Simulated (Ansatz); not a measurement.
Ideal-gas functions of C2H2O3 (`O=C=C(O)O`) at 400 K and 1 bar, from an Ansatz frequency run at PBE0-D4/def2-TZVP.

Molar mass 74.04 g/mol, point group C2 (symmetry number 2), electronic degeneracy 1, moments of inertia 49.623, 124.721, 171.508 u Å². Harmonic wavenumbers (cm⁻¹, unscaled): 196, 316, 356, 356, 493, 505, 701, 834, 1213, 1250, 1332, 1478, 2258, 3770, 3775.

Use S(trans) = R[1.5 ln M + 2.5 ln T − 1.1517]; rotational temperatures θ = 24.2544 K / I; S(rot) = R[ln(√π/σ · √(T³/θAθBθC)) + 1.5]; for each mode x = 1.438777 ν̃/T, S = R[x/(eˣ − 1) − ln(1 − e⁻ˣ)] and H = RT x/(eˣ − 1); 1 cm⁻¹ = 0.0119627 kJ/mol; R = 8.31446 J/(mol·K).

By hand: the entropy, in J/(mol·K).

Translation 168.6. Rotation: θ = 0.4888, 0.1945, 0.1414 K, giving 104.1. Vibration, mode by mode: 11.39, 7.68, 6.80, 6.80, 4.56, 4.41, 2.53, 1.73, 0.57, 0.51, 0.40, 0.26, 0.02, 0.00, 0.00, in all 47.7. Electronic 0.0. Sum 320.4 J/(mol·K).

By hand: H − E and G − E in kJ/mol, counted from the electronic energy.

Zero-point energy ½ × 18833 × 0.0119627 = 112.6; thermal vibration 11.6; translation, rotation and pV give 4 RT = 13.3. H − E = 137.5 kJ/mol, and G − E = 137.5 − 400 × 320.4/1000 = 9.3 kJ/mol.

Vibration gives 15 % of the entropy. The sum counts one conformer and one mirror image; others add a mixing term.
